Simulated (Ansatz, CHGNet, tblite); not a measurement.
**Ladder of methods for the volume per atom of black phosphorus**

Reference value: 18.97 Å³/atom (measured, temperature not stated, no zero-point or thermal correction; as tabulated in Appalakondaiah et al. (2012), arXiv:1211.3512).

Task: What do GFN2-xTB, CHGNet-r²SCAN, PBE, r²SCAN, HSE06 give, and how far is each from the reference?

Result: 
```csv
level (code),value (Å³/atom),difference (%)
GFN2-xTB (tblite),17.71,-6.6
CHGNet-r²SCAN,21.00,+10.7
PBE (Ansatz),21.34,+12.5
r²SCAN (Ansatz),20.71,+9.2
HSE06 (Ansatz),20.83,+9.8
```

The reference's temperature isn't stated, so close values are not ranked against it. Off by more than 3.8 %, or 5.2 % on the side where a correction would as a rule narrow the miss (bounds picked here): PBE (+12.5 %), CHGNet-r²SCAN (+10.7 %), HSE06 (+9.8 %), r²SCAN (+9.2 %), GFN2-xTB (-6.6 %).

The measured value isn't corrected to a static lattice, so vibrations enter the comparison. A static lattice is as a rule a little smaller than the measured one.  GFN2-xTB: the method was fitted mainly to molecules. GFN2-xTB: the run uses a supercell at the zone centre in place of a k mesh. PBE, r²SCAN: for a layered or molecular solid the relaxed cell lies over 5 % above the published volume, where the minimum can be shallow. PBE, r²SCAN, HSE06: the cell comes from a level without a dispersion term, which matters for the spacing of layers, chains or molecules. Cutoffs and k meshes differ between the levels. Ansatz's density-functional and Hartree–Fock values are scalar-relativistic unless marked +SOC, with PAW data made under PBE.

Machine-learned potentials (CHGNet-r²SCAN) are trained on DFT data: a solid inside that data is no test of them.

Differences are worked out from the printed values.

Ansatz is a first-principles code.
